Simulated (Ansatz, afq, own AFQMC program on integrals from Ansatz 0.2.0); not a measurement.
# CH, quartet: AFQMC among the cluster methods

```xyz
2

C     0.0000    0.0000    0.0000
H     0.0000    0.0000    1.1225
```

Basis cc-pVTZ. Only valence electrons are correlated. Ansatz 0.2.0 and our own AFQMC program on the same integrals; the CISD trial comes from CCSD amplitudes, and released means the phaseless constraint is let go. ± is one standard error of the sampling.

Determinant: UHF, the one that the program's search chose, which needn't be the lowest solution. The geometry is a PBE0/def2-TZVP stationary point of this or a neighbouring charge and spin state.

Full CI on the same integrals is exact in this basis and with this determinant's frozen core.

Cautions: another spin lies lower (by 704 meV).

The T1 diagnostic is 0.0210, the weight of the determinant in the CISD state is 0.955 and the ⟨S²⟩ of the determinant is 3.754. The size of the correlated space is 5 electrons in 43 orbitals.

```json
{"level": "MP2", "correlation energy (eV)": "-2.1437"}
{"level": "CCSD", "correlation energy (eV)": "-2.5778"}
{"level": "CCSD(T)", "correlation energy (eV)": "-2.6423"}
```

Task: Estimate where full CI lies against CCSD(T) on the same integrals.

Result: 0.50 mEh below CCSD(T).

Reference: full CI, correlation energy -2.656 eV. The released energy is read at 2.40 1/Eh (meV from the phaseless value at times in 1/Eh: -1.8 ± 0.7 at 0.24, -1.4 ± 0.5 at 0.51, -2.3 ± 0.4 at 0.99, -2.3 ± 0.5 at 1.62, -2.5 ± 0.4 at 2.40).

```json
{"level": "CCSD(T)", "E − E(reference) (mEh)": "0.50", "share of correlation (%)": "99.49"}
{"level": "CCSDT", "E − E(reference) (mEh)": "0.05", "share of correlation (%)": "99.95"}
{"level": "CCSDT(Q)", "E − E(reference) (mEh)": "0.01", "share of correlation (%)": "99.99"}
{"level": "CCSDTQ", "E − E(reference) (mEh)": "0.00", "share of correlation (%)": "100.00"}
{"level": "ph-AFQMC/CISD", "E − E(reference) (mEh)": "0.10 ± 0.02", "share of correlation (%)": "99.89"}
{"level": "released AFQMC", "E − E(reference) (mEh)": "0.01 ± 0.02", "share of correlation (%)": "99.99"}
```

CCSDT and higher add their correlation energy to the determinant of the CCSD(T) run, since their own runs factorise the integrals more tightly (a shift of under 2 meV). A walk keeps the symmetry of its determinant, which the program's search chose and which needn't be the lowest solution, so a lower state of the same spin and another symmetry isn't excluded. Released energies are given only where the last usable release times agree within the noise; a slower fall can still hide under it.
